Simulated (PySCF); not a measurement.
Saddle point of SiNH₇O, singlet (SiNH₅O ([NH2][SiH2][OH]) + H₂ → SiNH₅ ([NH2][SiH3]) + H₂O; bonds formed: Si1–H7, O2–H6; bonds broken: Si1–O2, H6–H7), PBE0-D4/def2-TZVP structure:

```csv
atom,x (Å),y (Å),z (Å)
Si1,-0.1767,-0.5596,0.1304
O2,1.4563,0.3798,-0.0956
H3,0.3125,-1.7829,-0.5445
H4,-1.3149,-0.9593,1.0159
N5,-1.0304,0.6422,-0.7587
H6,1.3688,-0.1045,1.0037
H7,0.7564,-0.6858,1.6160
H8,1.3359,1.3359,-0.0515
H9,-0.6719,1.0893,-1.5863
H10,-2.0360,0.6449,-0.7293
```

Energies are electronic, without zero-point energy. Barriers and step energies count from the start structure reached by relaxing down the imaginary mode; all methods use the PBE0-D4 structures, on which another method's saddle can fall below an end. PySCF 2.14 with density fitting (its default auxiliary sets; JK sets also for MP2 and CCSD(T)); basis: def2-TZVPP, with def2-QZVPP for the basis limit; cores frozen in the correlated methods. B3LYP uses VWN-RPA correlation. Extrapolation: Hartree–Fock as exp(−7.88 √X), correlation as X^−2.97.

```tsv
method	barrier (kJ/mol)	step energy (kJ/mol)
SPW92	158.8	68.1
PBE-D4	194.8	68.9
r2SCAN-D4	211.4	78.6
PBE0-D4	210.7	68.6
B3LYP-D4	?	75.7
BHLYP-D4	?	76.4
wB97M-V	226.4	76.3
HF	?	74.4
MP2	233.7	79.9
CCSD	243.8	72.4
CCSD(T)	234.6	73.5
```

(1) Fill in the withheld barriers. (Judge from chemistry; the value comes from the calculation.)

No T1 diagnostic of these runs exceeds 0.012.

## Answers

(1) Computed: B3LYP-D4 230.3; BHLYP-D4 249.1; HF 299.8 kJ/mol. Each is the energy of the saddle less that of the start structure, by the same method.

For comparison, the barrier by CCSD(T) at an estimated basis limit (MP2 extrapolated from triple and quadruple zeta, plus CCSD(T) − MP2 in triple zeta) is 234.5 kJ/mol.

Labels in which every atom is bracketed show which atoms are joined, not bond orders.

For scale, one of the runs: CCSD(T)/def2-TZVPP, 202 basis functions, launched by `OMP_NUM_THREADS=4 python run.py`. Time: 8.7 min of wall clock on 4 CPU threads of an Intel Xeon; the host was shared. Peak host memory: 2.5 GiB.
